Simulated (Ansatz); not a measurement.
Reaction: CH4O (methanol, SMILES OC) → CH3O (SMILES O[CH2], doublet) + H (doublet) (the C-H bond breaks)
Each species at its own B3LYP-D3(BJ)/def2-TZVP minimum (Ansatz, a program for electronic structure).

Property: bond dissociation energy (electronic), in kcal/mol. UHF or UKS for unpaired electrons; spin-orbit terms are left out. CBS(X,Y): correlation extrapolated as X^-3, Hartree-Fock from the larger set (Q,5: extrapolated as (X+1)exp(-9√X)). A bracket is a step between two methods taken in the basis named. Functionals run without relativity, which enters their misses. Double hybrids freeze cores in their MP2 part. 'core' is core correlation in cc-pwCVTZ, 'X2C' scalar relativity in cc-pVTZ-DK, both at CCSD(T). Where a partner has so few electrons that a lower coupled-cluster level is exact, that level stands in.

CCSD(T)/CBS(cc-pVQZ,cc-pV5Z) + [CCSDT(Q) - CCSD(T)]/cc-pVDZ + core + X2C (Ansatz) gives 103.5 kcal/mol.

Task: How far off this value is PBE/def2-TZVPD (Ansatz), in which direction, and which of these levels come nearer: r2SCAN/def2-TZVPD, B3LYP/def2-TZVPD, B2PLYP/def2-TZVPD, CCSD(T)/CBS(cc-pVQZ,cc-pV5Z) + core + X2C?

Result: PBE gives 98.3 kcal/mol, 5.2 kcal/mol below it. Differences of the others: r2SCAN/def2-TZVPD (Ansatz) -5.8; B3LYP/def2-TZVPD (Ansatz) -3.0; B2PLYP/def2-TZVPD (Ansatz) -3.0; CCSD(T)/CBS(cc-pVQZ,cc-pV5Z) + core + X2C (Ansatz) 0.0 kcal/mol. Nearer than PBE: B3LYP/def2-TZVPD, B2PLYP/def2-TZVPD, CCSD(T)/CBS(cc-pVQZ,cc-pV5Z) + core + X2C.
